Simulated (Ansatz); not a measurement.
**BS (sextet): from Hartree-Fock to the top rungs, def2-QZVPP**

An exercise on one series of results from a longer session: the logs are not shown, and one member is left open.

Method: def2-QZVPP, core rule «outside noble gas», up to 6 orbitals frozen; program: Ansatz 0.2.0, Gaussian basis.

The runs, in order: UHF; ROHF; CCSD(T) on UHF.

## The system

The geometry is a PBE0/def2-TZVP stationary point (not a proven minimum) of the parent state, kept for this charge and spin.

2 atoms, charge 0, spin multiplicity 6.

Atoms are counted from 1 here; the program's logs count them from 0.

Bond lengths: B1–S2 1.790 Å.

The first run:

Contents of in.yaml:

```yaml
crystal:
  periodic: [false, false, false]
  atoms:
    - {symbol: B, position_ang: [0.000000, 0.000000, 0.000000]}
    - {symbol: S, position_ang: [0.000000, 0.000000, 1.789500]}
basis:
  gaussian: {orbitals: "def2-QZVPP.json"}
magnetization: {spin_polarized: true, initial_magnetization: 5}
hamiltonian: {xc: hf}
output: {orbitals: {seedname: orbitals}}
```

Started as:

```bash
ansatz run in.yaml --threads 1 --pin off --events-out ev --progress --plain --max-ram 2393MiB
```

Among the steps run: UHF; ROHF; CCSD(T) on UHF.

One table of the session follows, with a row left open; its other results are not shown here.

| method | from UCCSD(T) (meV) |
| --- | --- |
| ROHF | +5704.9 |
| UHF | +5508.1 |
| UMP2 | +987.3 |
| UCCSD | ? |
| UCCSD(T) | 0 |

Q: Estimate the row for UCCSD from the others.

**Answer.** from UCCSD(T) (meV): +226.9. In the column «from UCCSD(T) (meV)» it lies between UCCSD(T) (0) and UMP2 (+987.3).
